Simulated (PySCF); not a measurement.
# Ways to converge the SCF of OH

Aim: find out which solver settings change the answer for OH.

The runs use PySCF 2.14.0; each script names its method and basis.

6 further runs of the same task are left out: 6 that didn't finish.

### 1 Where the work starts

OH: 2 atoms, charge 0, spin multiplicity 2.

Bond lengths: H1–O2 0.828 Å.

### 2 Base script

input.py

```python
from pyscf import gto, scf, mcscf

mol = gto.M(
    atom='H 0 0 0; O 0 0 0.828',
    basis='jorge-tzp-dkh',
    charge=0,
    spin=1,
    verbose=4,
)
mf = scf.ROHF(mol)
mf = mf.sfx2c1e()
mf.kernel()
mc = mcscf.CASSCF(mf, 5, 3)
mc.kernel()
mc.analyze()
mf.dip_moment()
print('orbital energies (hartree):', mf.mo_energy[..., max(0, mol.nelec[1]-3):mol.nelec[0]+3].round(4))
```

Launch:

```sh
$ python input.py
```

The log of this run is left out.

In short: E(SCF) = -75.445917 Eh, 8 cycles, E(CAS) − E(SCF) = -0.03147 Eh, μ = 1.69 D (of the SCF density).

The bond length is a typed value, not an optimised one.

### 3 Second-order solver on

Run 1 changes second-order solver: off → on.

input.py

```python
from pyscf import gto, scf, mcscf

mol = gto.M(
    atom='H 0 0 0; O 0 0 0.828',
    basis='jorge-tzp-dkh',
    charge=0,
    spin=1,
    verbose=4,
)
mf = scf.ROHF(mol)
mf = mf.sfx2c1e()
mf = mf.newton()
mf.kernel()
mc = mcscf.CASSCF(mf, 5, 3)
mc.kernel()
mc.analyze()
mf.dip_moment()
print('orbital energies (hartree):', mf.mo_energy[..., max(0, mol.nelec[1]-3):mol.nelec[0]+3].round(4))
```

Launch:

```sh
$ python input.py
```

### 4 Cycle limit 8

Run 2 changes cycle limit: 50 → 8.

Edit input.py of step 2 so:

```diff
@@ -11,2 +11,3 @@
 mf = mf.sfx2c1e()
+mf.max_cycle = 8
 mf.kernel()
```

**Question.** What will these runs give? Wanted: for each run, E(SCF); from base; SCF dipole; after the SCF.

The runs gave:

| run | E(SCF) (hartree) | from base (eV) | cycles | SCF dipole (D) | after the SCF |
| --- | --- | --- | --- | --- | --- |
| base | -75.445917 | 0 | 8 | 1.69 | CASSCF correlation -0.856 eV |
| second-order solver on | -75.445917 | 0.0000 | 3 macro | 1.69 | CASSCF correlation -0.634 eV |
| cycle limit 8 | -75.445917 | 0.0000 | 8 | 1.69 | CASSCF correlation -0.856 eV |

Distance from each run's final energy (log10 hartree) by cycle:

| run | cycle 1 | cycle 2 | cycle 3 | cycle 5 | cycle 8 | cycle 12 |
| --- | --- | --- | --- | --- | --- | --- |
| base | -2.0 | -3.4 | -4.5 | -6.8 | < -11 | done |
| second-order solver on | -7.5 | < -11 | < -11 | done | done | done |
| cycle limit 8 | -2.0 | -3.4 | -4.5 | -6.8 | < -11 | done |

With second-order solver on or cycle limit 8 the SCF ends at the base energy.
